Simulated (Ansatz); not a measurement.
# The cluster B4H4− (doublet): a spread of methods and bases

Aim: run the cluster B4H4− (doublet) under a spread of inputs, and see what each costs and gives.

Program: Ansatz 0.2.0, Gaussian basis. Level of theory: the settings change from run to run. These are calculated values, not measurements.

2 further runs of the same task are left out: 2 that didn't finish. Runs told in other sessions of the task aren't counted.

## Step 1: The geometry

An earlier r2SCAN-D4 in a triple-zeta def2 set relaxation fixed the geometry.

8 atoms, charge -1, spin multiplicity 2.

Atoms are counted from 1 here; the program's logs count them from 0.

Bond lengths: B1–B3 1.631 Å, B1–B4 1.631 Å, B1–H7 1.204 Å, B2–B3 1.631 Å, B2–B4 1.631 Å, B2–H8 1.204 Å, B3–H6 1.204 Å, B4–H5 1.204 Å. Angles: B3–B1–B4 69.1°, B3–B1–H7 143.6°, B4–B1–H7 143.6°, B3–B2–B4 69.1°, B3–B2–H8 143.6°, B4–B2–H8 143.6°, B1–B3–B2 69.1°, B1–B3–H6 143.7°, B2–B3–H6 143.6° and more.

## Step 2: wPBEh/cc-pVTZ-DK

Options: relativity set to scalar.

in.yaml reads:

```yaml
crystal:
  periodic: [false, false, false]
  atoms:
    - {symbol: B, position_ang: [-0.479042, 0.453419, -0.810897]}
    - {symbol: B, position_ang: [-0.461042, -0.661300, 0.664802]}
    - {symbol: B, position_ang: [0.711468, -0.606704, -0.467182]}
    - {symbol: B, position_ang: [0.228581, 0.815590, 0.612755]}
    - {symbol: H, position_ang: [0.624508, 1.724276, 1.295891]}
    - {symbol: H, position_ang: [1.626233, -1.226092, -0.945385]}
    - {symbol: H, position_ang: [-1.144114, 0.906799, -1.706096]}
    - {symbol: H, position_ang: [-1.106592, -1.405987, 1.356103]}
basis:
  gaussian: {orbitals: cc-pVTZ-DK}
total_charge: -1
magnetization: {spin_polarized: true, initial_magnetization: 1}
hamiltonian: {xc: {name: wPBEh}, pseudopotentials: {relativity: scalar}}
scf: {omitted_lower_state_checks: [starts]}
output: {forces: true}
```

The run is started by

```console
> ansatz run in.yaml --threads 4 --pin off --events-out ev --progress --plain --max-ram 3916MiB
```

Log:

```text
Functional definition: wPBEh
  name "wPBEh"
  cite "Heyd, Scuseria & Ernzerhof, J. Chem. Phys. 118, 8207 (2003) doi:10.1063/1.1564060"
  cite "Krukau, Vydrov, Izmaylov & Scuseria, J. Chem. Phys. 125, 224106 (2006) doi:10.1063/1.2404663"
  cite "Heyd & Scuseria, J. Chem. Phys. 120, 7274 (2004) doi:10.1063/1.1668634"
  cite "Ernzerhof & Perdew, J. Chem. Phys. 109, 3313 (1998) doi:10.1063/1.476928"
  cite "Perdew, Burke & Ernzerhof, Phys. Rev. Lett. 77, 3865 (1996) doi:10.1103/PhysRevLett.77.3865"
  parent pbe
  parameter a = 0.25
  parameter omega = 0.11/bohr
  exchange = wpbe_x - a*pbe_x_sr(omega) + a*exact_x_sr(omega)
  correlation = pbe_c
these checks for a lower state are left out or cut short: starts
1092 factors; their error is unknown
97 factors; integrals over basis functions are off by at most 2.7e-7 eV
mean field evaluation 1: about -2763.6430 eV, gradient 2.2e1 eV
mean field evaluation 2: about -2761.6243 eV, gradient 2.8e1 eV
mean field evaluation 4: about -2766.7495 eV, gradient 2.2e-1 eV
mean field evaluation 8: about -2766.7428 eV, gradient 1.9e-1 eV
mean field evaluation 16: about -2766.7429 eV, gradient 2.8e-5 eV
mean field -2766.74289276 eV, -101.6759259432 hartree, gradient 2.9e-5 eV, S^2 0.755462; 0 other end points of the search recorded, 0 dependent functions left out
the calculation of the forces begins
reference -2766.74293140 eV, -101.6759273632 hartree; 13, 12 occupied and 163, 164 virtual orbitals, 1092 factors
Total energy: -2766.74293140 eV, -101.6759273632 hartree
Relativity: scalar
Atom 0 at    -0.479042     0.453419    -0.810897 Å, force     0.015761    -0.005724     0.012556 eV/Å
Atom 1 at    -0.461042    -0.661300     0.664802 Å, force     0.016123     0.012340    -0.010452 eV/Å
Atom 2 at     0.711468    -0.606704    -0.467182 Å, force    -0.021013     0.010189     0.009283 eV/Å
Atom 3 at     0.228581     0.815590     0.612755 Å, force    -0.011077    -0.019267    -0.010211 eV/Å
Atom 4 at     0.624508     1.724276     1.295891 Å, force    -0.012998    -0.030831    -0.025246 eV/Å
Atom 5 at     1.626233    -1.226092    -0.945385 Å, force    -0.031135     0.022553     0.016402 eV/Å
Atom 6 at    -1.144114     0.906799    -1.706096 Å, force     0.022664    -0.015999     0.032143 eV/Å
Atom 7 at    -1.106592    -1.405987     1.356103 Å, force     0.021676     0.026739    -0.024473 eV/Å
Dipole moment:     0.000100    -0.000223     0.000142 e Å
Checks for a lower state left out: starts
```

It took 3.3 s on 4 threads of Arm Neoverse V1, shared host.

Largest force 0.042 eV/Å, ⟨S²⟩ 0.755.

## Step 3: B3LYP5/x2c-TZVPPall

Options: the search for lower states set to full.

Changes to in.yaml since step 2:

```diff
@@ -12,7 +12,6 @@
 basis:
-  gaussian: {orbitals: cc-pVTZ-DK}
+  gaussian: {orbitals: x2c-TZVPPall}
 total_charge: -1
 magnetization: {spin_polarized: true, initial_magnetization: 1}
-hamiltonian: {xc: {name: wPBEh}, pseudopotentials: {relativity: scalar}}
-scf: {omitted_lower_state_checks: [starts]}
-output: {forces: true}
+hamiltonian: {xc: {name: B3LYP5}}
+scf: {lower_state_search: full}
```

Same command.

Log:

```text
Functional definition: B3LYP5
  name "B3LYP5"
  cite "Stephens, Devlin, Chabalowski & Frisch, J. Phys. Chem. 98, 11623 (1994) doi:10.1021/j100096a001"
  cite "Becke, Phys. Rev. A 38, 3098 (1988) doi:10.1103/PhysRevA.38.3098"
  cite "Lee, Yang & Parr, Phys. Rev. B 37, 785 (1988) doi:10.1103/PhysRevB.37.785"
  cite "Vosko, Wilk & Nusair, Can. J. Phys. 58, 1200 (1980) doi:10.1139/p80-159"
  parameter a0 = 0.2
  parameter ax = 0.72
  parameter ac = 0.81
  exchange = (1 - a0 - ax)*slater_x + ax*b88_x + a0*exact_x
  correlation = (1 - ac)*vwn5_c + ac*lyp_c
916 factors; their error is unknown
mean field evaluation 1: about -2764.5312 eV, gradient 2.4e1 eV
mean field evaluation 2: about -2761.3097 eV, gradient 3.3e1 eV
mean field evaluation 4: about -2768.4207 eV, gradient 2.3e-1 eV
mean field evaluation 8: about -2768.4160 eV, gradient 2.4e-1 eV
mean field evaluation 16: about -2768.4162 eV, gradient 3.9e-5 eV
mean field -2768.41623826 eV, -101.7374202562 hartree, gradient 5.8e-6 eV, S^2 0.754279; 0 other end points of the search recorded, 0 dependent functions left out
reference -2768.41650843 eV, -101.7374301848 hartree; 13, 12 occupied and 167, 168 virtual orbitals, 916 factors
Total energy: -2768.41650843 eV, -101.7374301848 hartree
Relativity: scalar
```

Run time: 2.8 s. Hardware: 4 threads of Arm Neoverse V1, shared host.

⟨S²⟩ 0.754.

## Step 4: RPBE/cc-pVTZ-DK

This run has atoms shaken by 0.03 Å, relativity set to scalar.

in.yaml reads:

```yaml
crystal:
  periodic: [false, false, false]
  atoms:
    - {symbol: B, position_ang: [-0.470876, 0.440659, -0.850954]}
    - {symbol: B, position_ang: [-0.509640, -0.669480, 0.656274]}
    - {symbol: B, position_ang: [0.690248, -0.659097, -0.485786]}
    - {symbol: B, position_ang: [0.233259, 0.854898, 0.622934]}
    - {symbol: H, position_ang: [0.598367, 1.767081, 1.340345]}
    - {symbol: H, position_ang: [1.598122, -1.188578, -0.923699]}
    - {symbol: H, position_ang: [-1.119532, 0.897750, -1.716707]}
    - {symbol: H, position_ang: [-1.088351, -1.404133, 1.309478]}
basis:
  gaussian: {orbitals: cc-pVTZ-DK}
total_charge: -1
magnetization: {spin_polarized: true, initial_magnetization: 1}
hamiltonian: {xc: {name: RPBE}, pseudopotentials: {relativity: scalar}}
scf: {omitted_lower_state_checks: [starts]}
output: {forces: true}
```

Same command.

Log:

```text
Functional definition: RPBE
  name "RPBE"
  cite "Hammer, Hansen & Nørskov, Phys. Rev. B 59, 7413 (1999) doi:10.1103/PhysRevB.59.7413"
  cite "Perdew, Burke & Ernzerhof, Phys. Rev. Lett. 77, 3865 (1996) doi:10.1103/PhysRevLett.77.3865"
  parameter kappa = 0.804
  parameter beta = 0.06672455060314922
  exchange = rpbe_x(kappa = kappa, mu = beta*pi^2/3)
  correlation = pbe_c(beta = beta)
these checks for a lower state are left out or cut short: starts
1092 factors; their error is unknown
mean field evaluation 1: about -2766.8590 eV, gradient 2.4e1 eV
mean field evaluation 2: about -2760.3628 eV, gradient 3.9e1 eV
mean field evaluation 4: about -2770.8221 eV, gradient 5.3e0 eV
mean field evaluation 8: about -2771.0128 eV, gradient 1.2e-1 eV
mean field evaluation 16: about -2770.9915 eV, gradient 3.1e-4 eV
mean field -2770.99154138 eV, -101.8320609001 hartree, gradient 5.6e-5 eV, S^2 0.753474; 0 other end points of the search recorded, 0 dependent functions left out
the calculation of the forces begins
reference -2770.99158190 eV, -101.8320623892 hartree; 13, 12 occupied and 163, 164 virtual orbitals, 1092 factors
Total energy: -2770.99158190 eV, -101.8320623892 hartree
Relativity: scalar
Atom 0 at    -0.470876     0.440659    -0.850954 Å, force     0.536746    -0.058175     1.145008 eV/Å
Atom 1 at    -0.509640    -0.669480     0.656274 Å, force     1.519130     1.651486    -1.087108 eV/Å
Atom 2 at     0.690248    -0.659097    -0.485786 Å, force    -1.293221     1.270641     0.982102 eV/Å
Atom 3 at     0.233259     0.854898     0.622934 Å, force    -0.661676    -1.016234    -0.554119 eV/Å
Atom 4 at     0.598367     1.767081     1.340345 Å, force     0.018683    -0.121431    -0.134008 eV/Å
Atom 5 at     1.598122    -1.188578    -0.923699 Å, force     1.368284    -1.003967    -0.707617 eV/Å
Atom 6 at    -1.119532     0.897750    -1.716707 Å, force    -0.468158     0.328378    -0.655138 eV/Å
Atom 7 at    -1.088351    -1.404133     1.309478 Å, force    -1.019787    -1.050698     1.010880 eV/Å
Dipole moment:     0.006315    -0.029796    -0.008519 e Å
Checks for a lower state left out: starts
```

Run time: 2.4 s. Hardware: 4 threads of Arm Neoverse V1, shared host.

Largest force 2.493 eV/Å, ⟨S²⟩ 0.753.

## Step 5: B3LYP5/def2-TZVPD

Set apart from the defaults: coordinates scaled by 1.05, density fitting with cc-pVTZ-jkfit.

in.yaml reads:

```yaml
crystal:
  periodic: [false, false, false]
  atoms:
    - {symbol: B, position_ang: [-0.502994, 0.476090, -0.851442]}
    - {symbol: B, position_ang: [-0.484094, -0.694365, 0.698042]}
    - {symbol: B, position_ang: [0.747041, -0.637040, -0.490541]}
    - {symbol: B, position_ang: [0.240010, 0.856369, 0.643393]}
    - {symbol: H, position_ang: [0.655733, 1.810490, 1.360686]}
    - {symbol: H, position_ang: [1.707545, -1.287397, -0.992655]}
    - {symbol: H, position_ang: [-1.201320, 0.952139, -1.791401]}
    - {symbol: H, position_ang: [-1.161922, -1.476286, 1.423908]}
basis:
  gaussian: {orbitals: def2-TZVPD, fitting: {mean_field: cc-pVTZ-jkfit}}
total_charge: -1
magnetization: {spin_polarized: true, initial_magnetization: 1}
hamiltonian: {xc: {name: B3LYP5}}
scf: {omitted_lower_state_checks: [starts]}
```

Launched as before.

Log:

```text
Functional definition: B3LYP5
  name "B3LYP5"
  cite "Stephens, Devlin, Chabalowski & Frisch, J. Phys. Chem. 98, 11623 (1994) doi:10.1021/j100096a001"
  cite "Becke, Phys. Rev. A 38, 3098 (1988) doi:10.1103/PhysRevA.38.3098"
  cite "Lee, Yang & Parr, Phys. Rev. B 37, 785 (1988) doi:10.1103/PhysRevB.37.785"
  cite "Vosko, Wilk & Nusair, Can. J. Phys. 58, 1200 (1980) doi:10.1139/p80-159"
  parameter a0 = 0.2
  parameter ax = 0.72
  parameter ac = 0.81
  exchange = (1 - a0 - ax)*slater_x + ax*b88_x + a0*exact_x
  correlation = (1 - ac)*vwn5_c + ac*lyp_c
these checks for a lower state are left out or cut short: starts
436 factors; integrals over basis functions are off by at most 2.4e-1 eV
mean field evaluation 1: about -2764.4964 eV, gradient 2.0e1 eV
mean field evaluation 2: about -2762.2573 eV, gradient 2.7e1 eV
mean field evaluation 4: about -2767.2524 eV, gradient 2.2e-1 eV
mean field evaluation 8: about -2767.2527 eV, gradient 1.9e-2 eV
mean field evaluation 16: about -2767.2527 eV, gradient 2.2e-5 eV
mean field -2767.25269923 eV, -101.6946609855 hartree, gradient 2.2e-5 eV, S^2 0.754615; 0 other end points of the search recorded, 0 dependent functions left out
reference -2767.25299919 eV, -101.6946720089 hartree; 13, 12 occupied and 171, 172 virtual orbitals, 436 factors
Total energy: -2767.25299919 eV, -101.6946720089 hartree
Checks for a lower state left out: starts
```

It took 2.8 s on 4 threads of Arm Neoverse V1, shared host.

⟨S²⟩ 0.755.

## Step 6: All runs side by side

```tsv
level	charge	multiplicity	geometry	functions	energy (eV)	time
wPBEh/cc-pVTZ-DK	-1	2	relaxed	176	-2766.743	3.3 s
B3LYP5/x2c-TZVPPall	-1	2	relaxed	180	-2768.417	2.8 s
RPBE/cc-pVTZ-DK	-1	2	shaken	176	-2770.992	2.4 s
B3LYP5/def2-TZVPD	-1	2	scaled	184	-2767.253	2.8 s
```

## Step 7: What came out

| quantity | value |
| --- | --- |
| runs | 4 |
| quickest | RPBE/cc-pVTZ-DK, 2.4 s |
| slowest | wPBEh/cc-pVTZ-DK, 3.3 s |
| spread of total energies, same state and geometry | 1.7 eV |

What this shows: The times lie within a factor of two. Total energies at one charge and spin differ by 2 eV between levels, so only differences within one level mean anything. At the r2SCAN-D4/def2-TZVPD geometry and in the same state, the sound runs without point charges leave forces up to 0.04 eV/Å (wPBEh/cc-pVTZ-DK), against 2.5 eV/Å where the atoms were moved.
